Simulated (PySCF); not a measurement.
**Calculated properties of `O=C(Cl)C1CC1`**

Species: C4H5ClO.
Geometry (PBE0-D3(BJ)/def2-SVP, Å), atoms numbered from 1 in this order:
```xyz
11
C4H5ClO angstrom
O      1.7246   -1.9626    0.6071
C      1.2079   -1.0409    0.0751
Cl     1.9856   -0.2921   -1.3756
C     -0.0587   -0.3974    0.4727
C     -0.2745    1.0919    0.3244
C     -1.0225    0.1591   -0.5509
H     -0.4782   -0.8879    1.3546
H      0.5430    1.6628   -0.1213
H     -0.7946    1.5831    1.1502
H     -2.0824   -0.0220   -0.3578
H     -0.7173    0.0880   -1.5973
```

Among its groups: C–Cl bond and cyclopropane ring.

**PBE0-D3(BJ)/def2-SVP geometry optimisation, gas phase (PySCF)**

| Quantity | Value |
| --- | --- |
| Point group | Cs |
| Rotational constants A, B, C | 4.383, 2.476, 1.803 GHz |

**B3LYP/def2-SVPD ground state and vertical TDDFT (core frozen in the response) (PySCF)**

| Quantity | Value |
| --- | --- |
| Dipole moment | 3.51 D |
| HOMO energy | -8.22 eV |
| LUMO energy | -1.34 eV |
| HOMO–LUMO gap | 6.88 eV |
| Lowest singlet excitation | 5.19 eV (239 nm, f = 0.000) |
| Strongest line among the 6 lowest singlet transitions | S4 at 6.98 eV (178 nm, f = 0.206) |
| Static isotropic polarisability | 63.9 au |
| Electronic spatial extent ⟨r²⟩ about the centre of nuclear charge | 682 bohr² |

Monoisotopic mass (most abundant isotopes): 104.0029 u.

The largest Löwdin shares of the LUMO are 0.39 on C2, 0.32 on O1 and 0.10 on Cl3. The polarisability is 9.47 Å³ as a volume (1 au = 0.148185 Å³), or 1.18 au for each of the 54 electrons. The largest Löwdin shares of the HOMO are 0.50 on O1, 0.28 on Cl3, 0.06 on C2 and 0.05 on C4. A dipole of 3.51 D is allowed in Cs, and pure rotational transitions are dipole-allowed. The dipole matches unit charges of opposite sign 0.73 Å apart (1 e·Å = 4.8032 D). The principal polarisabilities are 51.6, 68.0 and 72.2 au; their mean is the isotropic value.

For the TDDFT job (B3LYP/def2-SVPD), on Arm Neoverse V2, one thread, on a shared host, this took 16 s and 0.80 GiB of memory at its peak.

One conformer stands for the species.
